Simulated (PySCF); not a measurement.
## Molecular orbitals of NaC

PBE0 at R = 2.232 Å; PySCF, spin-free X2C with a Gaussian nucleus, basis sets Na x2c-TZVPPall, C x2c-TZVPPall. State: ⁴Σ⁻ (quartet), unpaired electrons σ ↑, π ↑↑. Only the outer orbitals are listed, counted within each symmetry.

```json
{"spin": "α", "orbital": "1π", "occ.": "1", "ε (eV)": "-32.53", "on Na (%)": "100", "main shells (%)": "100 Na p"}
{"spin": "α", "orbital": "1π", "occ.": "1", "ε (eV)": "-32.53", "on Na (%)": "100", "main shells (%)": "100 Na p"}
{"spin": "α", "orbital": "4σ", "occ.": "1", "ε (eV)": "-32.50", "on Na (%)": "100", "main shells (%)": "100 Na p"}
{"spin": "α", "orbital": "5σ", "occ.": "1", "ε (eV)": "-13.97", "on Na (%)": "4", "main shells (%)": "96 C s"}
{"spin": "α", "orbital": "6σ", "occ.": "1", "ε (eV)": "-4.99", "on Na (%)": "16", "main shells (%)": "84 C p, 14 Na s"}
{"spin": "α", "orbital": "2π", "occ.": "1", "ε (eV)": "-4.66", "on Na (%)": "7", "main shells (%)": "93 C p"}
{"spin": "α", "orbital": "2π", "occ.": "1", "ε (eV)": "-4.66", "on Na (%)": "7", "main shells (%)": "93 C p"}
{"spin": "α", "orbital": "7σ", "occ.": "0", "ε (eV)": "-1.66", "on Na (%)": "92", "main shells (%)": "69 Na s, 23 Na p"}
{"spin": "α", "orbital": "3π", "occ.": "0", "ε (eV)": "0.18", "on Na (%)": "99", "main shells (%)": "97 Na p"}
{"spin": "α", "orbital": "3π", "occ.": "0", "ε (eV)": "0.18", "on Na (%)": "99", "main shells (%)": "97 Na p"}
{"spin": "β", "orbital": "1π", "occ.": "1", "ε (eV)": "-32.48", "on Na (%)": "100", "main shells (%)": "100 Na p"}
{"spin": "β", "orbital": "1π", "occ.": "1", "ε (eV)": "-32.48", "on Na (%)": "100", "main shells (%)": "100 Na p"}
{"spin": "β", "orbital": "4σ", "occ.": "1", "ε (eV)": "-32.42", "on Na (%)": "100", "main shells (%)": "100 Na p"}
{"spin": "β", "orbital": "5σ", "occ.": "1", "ε (eV)": "-9.70", "on Na (%)": "6", "main shells (%)": "93 C s"}
{"spin": "β", "orbital": "6σ", "occ.": "0", "ε (eV)": "-1.41", "on Na (%)": "91", "main shells (%)": "73 Na s, 18 Na p"}
{"spin": "β", "orbital": "2π", "occ.": "0", "ε (eV)": "0.08", "on Na (%)": "68", "main shells (%)": "68 Na p, 32 C p"}
{"spin": "β", "orbital": "2π", "occ.": "0", "ε (eV)": "0.08", "on Na (%)": "68", "main shells (%)": "68 Na p, 32 C p"}
```

Problem. Which are the highest filled and the lowest empty level, where do they sit, and how wide is the gap?

Solution. Highest filled α 2π at -4.66 eV (in %: 93 C p); lowest empty α 7σ at -1.66 eV (in %: 69 Na s, 23 Na p); the gap at PBE0 is 3.00 eV.

* bond order (Mayer): 0.69
* ⟨S²⟩: 3.752
* charge on Na (Mulliken, basis-dependent): 0.62
* charge on Na (Löwdin, basis-dependent): 0.35
* dipole moment (positive dipole means Na(−)C(+)): -7.51 D
* polarisability along the bond: 61.5 bohr³
* polarisability across the bond: 35.4 bohr³

The state is the lowest determinant that a PBE0 search found; another state may lie lower at other levels.
